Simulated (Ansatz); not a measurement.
A made-up structure of CH5AlB, doublet:

B1  (-1.019, 1.036, -1.091)
Al2  (0.436, 0.435, 0.330)
C3  (0.660, -1.420, 0.822)
H4  (0.962, -0.437, 1.079)
H5  (-2.140, 1.346, -0.789)
H6  (1.390, 1.504, 1.033)
H7  (1.392, -1.768, 1.550)
H8  (0.075, -2.244, 0.415)
(Å)

It is relaxed with PBE-D4/def2-SVP and then PBE0-D4/def2-TZVP (Ansatz 0.2.0). Atoms count as bonded within 1.22 times the sum of their covalent radii (H–H: 0.88 Å). The end point is not checked to be a true minimum.

Q: Does its bonding change? (A judgement: the text doesn't fix the answer.)

A: By the calculation: Yes. Formed: none; broken: Al2–H4.

Where it ends: The first stage lowers the energy by 5.08 eV in 11 steps. It ends as CH₅AlB ([BH][AlH][CH3]):
```
atom    x (Å)    y (Å)    z (Å)
  B1  -1.1325   1.0583  -0.7985
 Al2   0.4708   0.5404   0.3557
  C3   0.6941  -1.2805   1.0383
  H4   0.7397  -1.2742   2.1321
  H5  -2.0624   1.3699  -1.4714
  H6   1.5174   1.6993   0.6657
  H7   1.6391  -1.7061   0.6860
  H8  -0.1108  -1.9550   0.7392
```

Labels in which every atom is bracketed show which atoms are joined, not bond orders.

For scale, one of the runs: PBE0-D4/def2-TZVP relaxation, 129 basis functions, launched by `ansatz run in.yaml --threads 2 --pin off --events-out ev --progress --plain --max-ram 4352MiB`. Hardware: 2 CPU threads of an Arm Neoverse V2, shared host. Wall time about 42 s.
